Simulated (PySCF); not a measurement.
Gas-phase reaction: BH + F + H = BH2F

Method: PySCF energies plus ideal-gas RRHO corrections (1 bar). † marks an energy on the PBE0/def2-TZVP geometry and frequencies; other levels use their own. MP2 and CCSD(T) freeze the core. 6-31G* has spherical d functions here. Open shells (unrestricted): F (multiplicity 2), H (multiplicity 2); the rest are closed-shell singlets. Spin-orbit splitting is ignored; it lowers the true energy and changes the entropy of F. B3LYP is the form with VWN-RPA correlation. BH2F: computed as isolated molecules; such fragments, hydroxides, amides, oligomers or adducts are transient or little studied in the gas. MP2 isn't extrapolated to the basis-set limit. CCSD(T) isn't extrapolated to the basis-set limit.

MP2/def2-SVP† gives ΔH°(298 K) = -1059 kJ.

**Question.** What do B3LYP/6-31G*, CCSD(T)/def2-TZVPP†, HF/def2-TZVP† give?

**Answer.** B3LYP/6-31G*: -1075 kJ; CCSD(T)/def2-TZVPP†: -1026 kJ; HF/def2-TZVP†: -852 kJ. For scale, ΔH°(298 K) is -1059 kJ at this level, -1054 kJ at ωB97M-V/def2-TZVP†, and runs from -1205 to -852 kJ over the 20 levels computed.
